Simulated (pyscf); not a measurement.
Four-centre exchange: H₂N–NH₂ + InH₃ → H₂N–NH–InH₂ + H₂

Gas phase, singlet surface, charge 0. Bonds broken: N1–H3, In7–H8. Bonds formed: N1–In7, H3–H8. Single points on ωB97X-D3(BJ)/def2-SVP structures (PySCF, gas phase).

Transition state (Å):

```xyz
10

N     -1.4387    -0.3071     0.0431
N     -1.9885     0.8911     0.5630
H     -0.9952    -0.1353    -1.3377
H     -1.9444    -1.1526     0.3243
H     -2.0238     0.8701     1.5835
H     -2.9468     1.0123     0.2333
In     0.7334    -0.2769    -0.1884
H     -0.3214     0.0067    -2.0167
H      1.4469     1.2149     0.2406
H      1.3707    -1.8677    -0.3162
```

One imaginary mode, 1230i cm⁻¹; descent along it reached the two sides named, in the forms told below.

| bond | change | reactant side (Å) | saddle | product side |
|---|---|---|---|---|
| N1–H3 | breaks | 1.021 | 1.460 | 3.1 |
| In7–H8 | breaks | 1.733 | 2.130 | 2.9 |
| N1–In7 | forms | 2.384 | 2.185 | 2.025 |
| H3–H8 | forms | 3.2 | 0.967 | 0.762 |

Electronic energies relative to the separated reactants (kJ/mol):

| level | barrier | reaction energy | reverse barrier |
|---|---|---|---|
| ωB97X-D3(BJ)/def2-TZVP | 76.0 | +2.0 | 74.0 |
| PBE/def2-TZVP | 64.5 | +0.3 | 64.2 |
| r²SCAN/def2-TZVP | 63.4 | -1.2 | 64.7 |
| B3LYP-D3(BJ)/def2-TZVP | 76.8 | +1.6 | 75.2 |
| PBE0-D3(BJ)/def2-TZVP | 72.7 | +8.7 | 63.9 |
| M06-2X/def2-TZVP | 68.2 | -7.4 | 75.6 |
| ωB97M-D3(BJ)/def2-TZVP | 88.1 | +12.7 | 75.5 |
| HF/def2-TZVP | 150.3 | +37.4 | 112.9 |

With ωB97M-D3(BJ)/def2-TZVP energies and thermal terms (ideal gas, 1 atm, RRHO with modes under 100 cm⁻¹ raised to 100, one conformer, R ln 2 for chiral ones without a mode under 150 cm⁻¹), in kJ/mol:

```
T (K)   ΔH‡    ΔG‡     ΔH     ΔG
-----  ----  -----  -----  -----
298    79.5  122.3   +1.8   +7.7
600    81.6  164.9   +8.1  +11.2
900    84.9  205.9  +12.4  +11.7
1200   88.6  245.7  +15.4  +11.0
```

On the reactant side the descent ends in an adduct with a In–N contact, 95.4 kJ/mol under the separated species and 171.3 kJ/mol under the saddle at ωB97X-D3(BJ)/def2-TZVP. What is counted as formed (In–N) is already present as a longer contact in the reactant adduct; forming that adduct is a step of its own. At the saddle there is also a short H–In contact that neither side keeps. H₂N–NH–InH₂ lies 182.8 kJ/mol over its isomer H₂N–InH–NH₂ (electronic energy, ωB97M-D3(BJ)/def2-TZVP). This is the saddle that the search found; another between the same sides may lie lower. Elements past Kr carry the def2 core potentials, without spin-orbit coupling.
